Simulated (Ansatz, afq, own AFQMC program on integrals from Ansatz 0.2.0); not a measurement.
AFQMC on a folder of integrals that Ansatz 0.2.0 wrote.

```yaml
crystal:
  periodic: [false, false, false]
  atoms:
    - {symbol: Si, position_ang: [0.000000, -0.003907, 1.566064]}
    - {symbol: Ge, position_ang: [0.000000, -0.023839, -0.584529]}
    - {symbol: H, position_ang: [0.000000, 1.326646, 0.522598]}
    - {symbol: H, position_ang: [0.000000, 0.500279, -2.034109]}
basis:
  gaussian: {orbitals: cc-pVDZ}
magnetization: {spin_polarized: true, initial_magnetization: 0}
correlation: {method: ccsd_t, electrons: outside_noble_gas, hamiltonian_folder: ham}
```

```sh
$ ansatz run in.yaml --threads 1 --pin off --events-out ev --progress --plain --max-ram 1843MiB
```

Options of the walk:

```
--method free --trial cid --walkers 100 --time-step 0.05 --max-blocks 120 --target-error 0.00076 --factor-cut 1e-06 --seed 1226 --times 0.0,0.5,1.0,2.0,3.0,4.0 --taylor-order 8
```

Times are imaginary, in 1/Eh. The walk had a cap of 214 s. Filled inner d shells are frozen with the cores.

Log:

```
orbitals 36  electrons 5 5  factors 339 of 599
reference energy -2365.32555572 Eh
CCSD correlation -0.21649583 Eh in 11 cycles, weight of the determinant in the CISD state 0.8403
repeat  energy at the last time / Eh  error
    10  -2365.557474  0.001506
    20  -2365.556271  0.000843
    30  -2365.555684  0.000752
time / (1/Eh)  energy / Eh  error  mean overlap
  0.00  -2365.541963  0.000192  1.1838
  0.50  -2365.549626  0.000283  1.1835
  1.00  -2365.552568  0.000269  1.1729
  2.00  -2365.553970  0.000564  1.1805
  3.00  -2365.554429  0.000563  1.2021
  4.00  -2365.555756  0.000737  1.1766
energy -2365.555756 +/- 0.000737 Eh
```

The run passed its tests (error under three times the target), which doesn't prove that it has relaxed.

Against this walk (error 20.1 meV) on the same determinant: CCSD(T) 71.7 meV higher, CCSDT(Q) 13.4 meV higher (within the noise). The error is statistical, and a free projection of finite length keeps a remainder of its start. The last points still move (meV from the last: 167 ± 8 at 0.50, 87 ± 7 at 1.00, 49 ± 15 at 2.00, 36 ± 15 at 3.00, 0 ± 20 at 4.00), but the last one has reached CCSDT(Q) within the noise or passed it, so little can be left to fall.

Cautions: remainder of the start not in the error; no relativity below Rb; no spin-orbit coupling; inner d shell frozen; an unrestricted solution with more broken spin lies lower (64 meV, ⟨S²⟩ 0.35), while this determinant keeps restricted orbitals; the time-step error isn't removed.

The walk took 2.5 min on 1 thread of Intel(R) Xeon(R) 6975P-C (Granite Rapids), with other jobs on the host. The log's last line is the free-projection energy.

CCSDT and higher add their correlation energy to the determinant of the CCSD(T) run, since their own runs factorise the integrals more tightly (a shift of under 2 meV). A walk keeps the symmetry of its determinant, which the program's search chose and which needn't be the lowest solution, so a lower state of the same spin and another symmetry isn't excluded.
